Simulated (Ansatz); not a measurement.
# AlH (triplet): from Hartree-Fock to the top rungs at distance Al1–H2 = 1.946 Å, cc-pVQZ

One table from this session's results is given with a row withheld; the runs are named, their logs left out.

Method: cc-pVQZ, core rule «outside noble gas», up to 5 orbitals frozen; program: Ansatz 0.2.0, Gaussian basis.

To be run: UHF; CCSD(T) on ROHF; CCSD(T) on UHF; BCCD(T) on ROHF; CCSDT(Q) on ROHF; CCSDT(Q) on UHF; CASSCF and NEVPT2, 4 electrons in 5 orbitals; Full CI.

17 further runs of the same task are left out: 4 for a known fault of the program, 10 that didn't finish, 3 set aside as unsound or not needed.

**The system**

The geometry derives from a PBE0/def2-TZVP stationary point (not a proven minimum). One bond is set to the value named and the two fragments are kept rigid.

2 atoms, charge 0, spin multiplicity 3.

Atoms are counted from 1 here; the program's logs count them from 0.

Bond lengths: Al1–H2 1.946 Å.

Set-up of the first run:

File in.yaml:

```yaml
crystal:
  periodic: [false, false, false]
  atoms:
    - {symbol: Al, position_ang: [0.000000, 0.000000, 0.000000]}
    - {symbol: H, position_ang: [0.000000, 0.000000, 1.946000]}
basis:
  gaussian: {orbitals: cc-pVQZ}
magnetization: {spin_polarized: true, initial_magnetization: 2}
hamiltonian: {xc: hf}
output: {orbitals: {seedname: orbitals}}
```

On the command line:

```bash
$ ansatz run in.yaml --threads 1 --pin off --events-out ev --progress --plain --max-ram 2393MiB
```

Among the steps run: UHF; CCSD(T) on ROHF; CCSD(T) on UHF; BCCD(T) on ROHF; CCSDT(Q) on ROHF; CCSDT(Q) on UHF; CASSCF and NEVPT2, 4 electrons in 5 orbitals; Full CI.

One table of the session follows, with a row left open; its other results are not shown here.

| method | from FCI (kJ/mol) |
| --- | --- |
| ROHF | +182.1 |
| UHF | +166.8 |
| RMP2 | ? |
| UMP2 | +52.1 |
| RCCSD | +8.6 |
| UCCSD | +7.2 |
| RCCSD(T) | +2.3 |
| UCCSD(T) | +2.0 |
| BCCD(T) | +2.1 |
| RCCSDT | +0.2 |
| UCCSDT | 0.0 |
| RCCSDT(Q) | 0.0 |
| UCCSDT(Q) | -0.1 |
| CASSCF valence | +106.3 |
| NEVPT2 valence | +31.9 |
| FCI | 0 |

**Question.** Estimate the row for RMP2.

The run gave: from FCI (kJ/mol): +55.7. In the column «from FCI (kJ/mol)» it lies between UMP2 (+52.1) and CASSCF valence (+106.3).

Among the levels timed on like hardware and quicker than the yardstick, those that no quicker one beats, quickest first: NEVPT2 valence (2.2 s, +31.9 kJ/mol); UCCSD(T) (3.1 s, +2.0 kJ/mol).

To keep in mind: The yardstick is full CI for this spin, exact in this basis with these frozen cores. Levels on UHF freeze UHF's core orbitals, full CI those of ROHF, so the U rows can settle a little off it for that reason alone. Restricted and unrestricted rows rest on different reference determinants; where their highest levels disagree by more than a few hundredths of an eV, they describe different states and don't form one ladder.
